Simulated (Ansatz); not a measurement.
C3H5FN2 (`FC1=CNCN1`). Charge 0, multiplicity 1.

```xyz
11

F     1.5979   -1.8207    0.7022
C     0.7165   -0.9397    0.2603
C     0.0947   -0.8871   -0.9102
N    -0.9127    0.1184   -0.8238
C    -0.5227    0.9296    0.3354
N     0.2076   -0.0190    1.1800
H     0.1444   -1.5807   -1.7324
H    -0.9773    0.6843   -1.6590
H     0.1343    1.7687    0.0372
H    -1.3972    1.3300    0.8524
H     0.9146    0.4161    1.7578
```

Problem. Give the diagnostics of a CCSD(T)/def2-TZVPP run (frozen core, the Gaussian-basis code of Ansatz). (Best estimate.)

Solution. Computed: T1 = 0.0118, largest single amplitude 0.021, largest double 0.042, (T) share of the correlation energy 4.1 %, 10 CCSD cycles. The RHF solution is stable towards an unrestricted one. T1 lies under the customary mark of 0.02 for closed shells.
